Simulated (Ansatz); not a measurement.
Reaction (SMILES): [Si-]#[O+] (O-Si) → OSi+ (doublet, bonded as [O+]#[Si-]) + e-
B3LYP-D3(BJ)/def2-TZVP geometries, fixed; electronic energies without zero-point terms.
Largest species:
```
Si
O 1 1.5131
```
Charge 0, spin multiplicity 1.

Basis-set convergence of the adiabatic ionisation energy at PBE0 with Ansatz (an electronic-structure program). Cartesian d functions, on some or all atoms, in 6-311G**, 6-311+G**; all else is spherical. The program fits the integrals of some runs and decomposes those of others, by size. Open shells are unrestricted. No added dispersion term, no relativity. Functions are those of the species that has most. Reference: the value in aug-cc-pV(5+d)Z, 11.409 eV, itself unsure by roughly 0.001 eV (its mean distance from pcseg-4, aug-pcseg-3, aug-cc-pV(Q+d)Z). Deviations are taken from unrounded values.

```csv
basis,functions,adiabatic ionisation energy (eV)
def2-SVP,32,11.362
def2-SVPD,47,11.495
pcseg-1,32,11.492
aug-pcseg-1,50,11.536
cc-pV(D+d)Z,37,11.354
aug-cc-pV(D+d)Z,55,11.476
6-311G**,45,11.379
6-311+G**,53,11.483
pcseg-2,64,11.407
aug-pcseg-2,96,11.416
def2-TZVP,68,11.394
def2-TZVPD,83,11.417
cc-pV(T+d)Z,69,11.382
aug-cc-pV(T+d)Z,101,11.418
def2-TZVPP,73,11.394
def2-TZVPPD,88,11.416
cc-pV(Q+d)Z,119,11.400
aug-cc-pV(Q+d)Z,169,11.410
pcseg-3,124,11.408
aug-pcseg-3,174,11.410
def2-QZVPP,127,11.404
def2-QZVPPD,142,11.408
cc-pV(5+d)Z,191,11.406
aug-cc-pV(5+d)Z,263,11.409
```

What the diffuse functions change, pair by pair:
- def2-SVP to def2-SVPD: 15 more functions, deviation -0.046 to 0.086 eV
- pcseg-1 to aug-pcseg-1: 18 more functions, deviation 0.083 to 0.127 eV
- cc-pV(D+d)Z to aug-cc-pV(D+d)Z: 18 more functions, deviation -0.054 to 0.067 eV
- 6-311G** to 6-311+G**: 8 more functions, deviation -0.030 to 0.074 eV
- pcseg-2 to aug-pcseg-2: 32 more functions, deviation -0.002 to 0.007 eV
- def2-TZVP to def2-TZVPD: 15 more functions, deviation -0.015 to 0.008 eV
- cc-pV(T+d)Z to aug-cc-pV(T+d)Z: 32 more functions, deviation -0.026 to 0.009 eV
- def2-TZVPP to def2-TZVPPD: 15 more functions, deviation -0.015 to 0.007 eV
- cc-pV(Q+d)Z to aug-cc-pV(Q+d)Z: 50 more functions, deviation -0.009 to 0.002 eV
- pcseg-3 to aug-pcseg-3: 50 more functions, deviation -0.001 to 0.001 eV
- def2-QZVPP to def2-QZVPPD: 15 more functions, deviation -0.004 to -0.001 eV
- cc-pV(5+d)Z to aug-cc-pV(5+d)Z: 72 more functions, deviation -0.003 to 0.000 eV

Leaving out the reference's own pair, they bring the value nearer the reference by more than 0.001 eV in 5 of 11 pairs.
